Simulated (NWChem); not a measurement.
**B3LYP/pcseg-2 run of CClF3 (SMILES FC(F)(F)Cl)**

Aim: the vertical ionisation energy of CClF3 at B3LYP/pcseg-2, from 2 runs. 

Program for the calculation: NWChem 7.3.0.

## 1. The system as given

The species is CClF3 (5 atoms), meant as a singlet with charge 0. SMILES: `FC(F)(F)Cl`. The shape is that of a PBE0-D4/def2-TZVP optimisation.

Bond lengths: F1–C2 1.322 Å, C2–F3 1.322 Å, C2–F4 1.322 Å, C2–Cl5 1.756 Å. Angles: F1–C2–F3 108.7°, F1–C2–F4 108.7°, F1–C2–Cl5 110.2°, F3–C2–F4 108.7°, F3–C2–Cl5 110.2°, F4–C2–Cl5 110.2°.

## 2. The energy at B3LYP/pcseg-2

a.nw

```
start a
memory stack 880 mb heap 220 mb global 1100 mb

geometry units angstrom noautosym nocenter noautoz
  F        0.213700       0.019100       1.326100
  C       -0.002200      -0.082500       0.026100
  F       -1.249600      -0.474600      -0.167100
  F        0.811700      -0.999000      -0.468500
  Cl       0.276300       1.463300      -0.758000
end

basis spherical bse
  F library pcseg-2
  C library pcseg-2
  Cl library pcseg-2
end

dft
  xc b3lyp
  grid fine
  convergence energy 1e-08
  maxiter 100
  mulliken
  print low
end

task dft energy
```

On the command line:

```console
nwchem a.nw > a.out
```

The program printed:

```text
[...]
 d= 0,ls=0.0,diis     1   -797.7963338039 -1.05D+03  9.12D-03  2.53D+00     8.7
[...]
 d= 0,ls=0.0,diis     8   -798.0176743894 -6.41D-09  1.50D-06  1.71D-07    57.5
         Total DFT energy =     -798.017674389399
      One electron energy =    -1603.776586452138
           Coulomb energy =      619.646429869967
    Exchange-Corr. energy =      -65.116161181612
 Nuclear repulsion energy =      251.228643374385
[...]
      Total Density - Mulliken Population Analysis
     ---------------------------------------------
    Atom       Charge   Shell Charges
 -----------   ------   -------------------------------------------------------
    1 F    9     9.21   2.00  0.65  0.94  0.34  2.39  2.21  0.66  0.00  0.02  0.00
    2 C    6     5.29   2.00  0.53  0.44 -0.04  1.22  0.78  0.05  0.04  0.25  0.02
    3 F    9     9.21   2.00  0.65  0.94  0.34  2.39  2.21  0.66  0.00  0.02  0.00
    4 F    9     9.21   2.00  0.65  0.94  0.34  2.39  2.21  0.66  0.00  0.02  0.00
    5 Cl  17    17.07   2.01  0.36  1.60  1.09  0.86  5.91  1.09  2.90  1.19  0.00  0.04  0.01
[...]
```

Run time: 58 s. Hardware: 1 thread of Intel Xeon Platinum 8259CL at 2.50GHz (Skylake/Cascade Lake), shared host; peak memory 0.12 GiB.

## 3. The doublet cation at the same level

sp.nw

```
start sp
memory stack 880 mb heap 220 mb global 1100 mb
charge 1

geometry units au noautosym nocenter noautoz
  F    0.40383447   0.03609377   2.50596581
  C   -0.00415740  -0.15590241   0.04932185
  F   -2.36140177  -0.89686402  -0.31577324
  F    1.53389070  -1.88783640  -0.88533669
  Cl   0.52213133   2.76523624  -1.43241240
end

basis spherical bse
  F library pcseg-2
  C library pcseg-2
  Cl library pcseg-2
end

dft
  xc b3lyp
  mult 2
  grid fine
  convergence energy 1e-08
  maxiter 100
  mulliken
  print low
end

task dft energy
```

On the command line:

```console
nwchem sp.nw > sp.out
```

The program printed:

```text
[...]
 d= 0,ls=0.0,diis     1   -797.2789794206 -1.05D+03  5.31D-03  9.28D-01    10.1
[...]
 d= 0,ls=0.0,diis    14   -797.5413827840 -3.81D-09  9.44D-08  5.91D-10   122.6
[...]
         Total DFT energy =     -797.541382783993
      One electron energy =    -1589.442866549977
           Coulomb energy =      605.394760788535
    Exchange-Corr. energy =      -64.721902176998
 Nuclear repulsion energy =      251.228625154447
[...]
      Total Density - Mulliken Population Analysis
     ---------------------------------------------
    Atom       Charge   Shell Charges
 -----------   ------   -------------------------------------------------------
    1 F    9     9.11   2.00  0.65  0.95  0.34  2.37  2.18  0.59  0.00  0.02  0.00
    2 C    6     5.28   2.00  0.53  0.44 -0.06  1.21  0.82  0.01  0.03  0.28  0.02
    3 F    9     9.10   2.00  0.65  0.95  0.34  2.37  2.17  0.59  0.00  0.02  0.00
    4 F    9     9.12   2.00  0.65  0.95  0.34  2.37  2.18  0.60  0.00  0.02  0.00
    5 Cl  17    16.38   2.01  0.36  1.60  1.18  0.82  5.90  1.05  2.71  0.70  0.00  0.05  0.01
[...]
      <S2> =      0.7535 (Exact =     0.7500)
[...]
```

Wall time 2.1 min (1 thread of Intel Xeon Platinum 8259CL at 2.50GHz (Skylake/Cascade Lake), shared host); peak memory 0.12 GiB.

## 4. Outcome

Level: B3LYP/pcseg-2.

```
                                          quantity          value
                       singlet CClF3: total energy  -798.01767 Eh
                      doublet cation: total energy  -797.54138 Eh
                              doublet cation: ⟨S²⟩          0.753
vertical ionisation energy (to the doublet cation)      12.961 eV
```

In words: The vertical ionisation energy comes to 12.96 eV (299 kcal/mol). Mulliken charges (singlet CClF3) run from -0.21 on F1 to +0.71 on C2; they depend strongly on the basis. Mulliken charges (doublet cation) run from -0.12 on F4 to +0.72 on C2; they depend strongly on the basis.
